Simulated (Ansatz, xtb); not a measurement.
**Loss of CH4: CH6OSi → SiH2O + CH4**

Species: CH6OSi `CO[SiH3]`, singlet; SiH2O (oxosilane) `O=[SiH2]`, singlet; CH4 `C`, singlet. 

Shapes, held fixed at every level: PBE0-D4/def2-TZVP. Programs: Ansatz 0.2.0, xtb 6.7.1. The zero-point and thermal change to 298 K, harmonic and unscaled (PBE0-D4/def2-TZVP), is -5.9 kJ/mol.

| level | kind | ΔH(298 K) (kJ/mol) | less CCSD(T)/CBS estimate |
| --- | --- | --- | --- |
| GFN1-xTB | semi-empirical | +15.3 | -61.9 |
| HF/def2-TZVPP | Hartree–Fock | +105.6 | +28.4 |
| PBE-D4/def2-TZVPP | GGA | +68.4 | -8.8 |
| r2SCAN-D4/def2-TZVPP | meta-GGA | +78.4 | +1.2 |
| B3LYP-D4/def2-TZVPP | global hybrid | +74.7 | -2.5 |
| BHLYP-D4/def2-TZVPP | global hybrid | +99.7 | +22.5 |
| MP2/def2-TZVPP | perturbation theory | +67.6 | -9.6 |
| CCSD(T)/CBS estimate | coupled cluster or CI | +77.2 | 0.0 |

The highest level, CCSD(T)/CBS estimate, gives ΔH(298 K) = +77.2 kJ/mol; the levels span +15.3 to +105.6. GFN1-xTB strays far from the other rows. The column of differences is taken from that level and isn't an error. No measured value is set beside it here. The CBS estimate extrapolates MP2 from def2-TZVPP and def2-QZVPP and adds CCSD(T) − MP2 in the triple-zeta set, cores frozen.
